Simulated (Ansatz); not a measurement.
# Scan of the O1–Si2 bond length

SiH3O (SMILES O[SiH2-]) (charge -1), closed shell, at its PBE0-D4/def2-TZVPD minimum:

```tsv
atom	x (Å)	y (Å)	z (Å)
O1	0.2615	-0.6409	0.8912
Si2	0.1511	0.2033	-0.6476
H3	1.0304	-1.2048	0.8277
H4	-1.3571	-0.0026	-0.9422
H5	-0.0859	1.6450	-0.1291
```

The bond length O1–Si2 (1.759 Å at the minimum) is set to the values below, the two halves moving rigidly along the bond. Each method's energies count from its own value at the PBE0-D4 minimum structure. Computed with Ansatz 0.2.0 (basis: def2-TZVPPD); correlated methods freeze the cores. B3LYP uses VWN-RPA correlation.

CCSD(T) energies along the scan:
```
bond length (Å)  CCSD(T) (kcal/mol)
          1.442               41.69
          1.516               21.28
          1.625                5.47
          1.752                0.03
          1.892                2.57
          2.043                9.83
          2.204               19.24
          2.373               29.07
          2.550               38.39
```
They count from the CCSD(T) energy at the PBE0-D4 minimum.

Minimum and curvature along this coordinate at CCSD(T): A fifth-order fit through the nearest points gives 1.767 Å, with a curvature of about 18 eV/Å².

Problem. Treat the two halves as rigid bodies and work out the harmonic wavenumber of this stretch from that curvature (ν̃ = 521.5 √(k/μ) cm⁻¹ with k in eV/Å² and μ in u).

Solution. The halves weigh 17.01 and 30.10 u, so μ = 17.01 × 30.10/47.11 = 10.868 u and ν̃ = 521.5 √(18/10.868) ≈ 670 cm⁻¹. A true normal mode mixes in other motions, so this is a guide only.

Largest difference from the CCSD(T) curve over the scan: r2SCAN-D4 1.70; PBE0-D4 2.12; B3LYP-D4 2.79; HF 6.79 kcal/mol. Each curve counts from its own value at the minimum.

No T1 diagnostic of these runs exceeds 0.024.

For scale, one of the runs: CCSD(T)/def2-TZVPPD, 139 basis functions (an equivalent command: `ansatz run in.yaml --threads 2`). The run took 7 s on 2 CPU threads (shared host), with 0.76 GiB of host memory at its peak.
